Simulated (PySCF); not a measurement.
Input of a run (PBE0-D3(BJ)/def2-SVP geometry optimisation, gas phase (PySCF 2.14.0)), started from GFN2-xTB:
```
{"job": {"xc": "PBE0", "basis": "def2-SVP", "d3": "d3bj", "grid": 1, "shake": 0.01, "kind": "geom"}, "charge": 0, "multiplicity": 1}
O      2.256870     0.297450     0.012600
C      1.042370     0.227600    -0.019820
C     -0.110050     1.133360    -0.292040
C     -0.919430     0.134370    -0.076960
F     -2.271800     0.039230    -0.114760
C      0.052540    -0.934650     0.225720
H     -0.171420     2.171090    -0.538760
H      0.063480    -1.331640     1.236430
H      0.115270    -1.753960    -0.466140
```

Output (energies in Eh, forces in Eh/bohr):
```
step   0  E = -328.63313234  max force = 0.080544
step   1  E = -328.63515817  max force = 0.017707
step   2  E = -328.63852404  max force = 0.008308
step   3  E = -328.63905454  max force = 0.013396
step   4  E = -328.63994637  max force = 0.002336
step   5  E = -328.64000067  max force = 0.000804
step   6  E = -328.64003364  max force = 0.000607
step   7  E = -328.64003856  max force = 0.000370
optimisation converged
```

**Question.** Summarise the run.

**Answer.** The energy falls by 4.3 kcal/mol over 8 energy and gradient evaluations, the largest force component goes from 0.0805 to 3.7e-04 Eh/bohr, and the atoms move by 0.028 Å rms after alignment. The bond that changes most is C4–F5 (vinylic C–F carbon to vinyl fluorine), which shortens by 0.054 Å. Bonds longer at the end by more than 0.005 Å: 6 of 9; shorter: 3. Among the angles that change most is C4–C3–H7, from 138.3° to 135.3°. The energy never rose by more than 1e-6 Eh on the way. The first step brought 29 % of the lowering.

**Question.** What are the final bond lengths?

**Answer.** O1=C2 1.196 Å, C2–C3 1.482 Å, C3=C4 1.350 Å, C4–F5 1.302 Å, C4–C6 1.501 Å, C2–C6 1.562 Å, C3–H7 1.089 Å, C6–H8 1.102 Å, C6–H9 1.102 Å. Numbering counts from 1 in the input's order; the species is `C1C(=CC1=O)F`.

The run used 99 basis functions and 62 SCF cycles in all. On Arm Neoverse V2, one thread, shared host, this took 21 s of wall time and 0.40 GiB of memory at its peak.

Whether it is a minimum is left open (no frequencies).
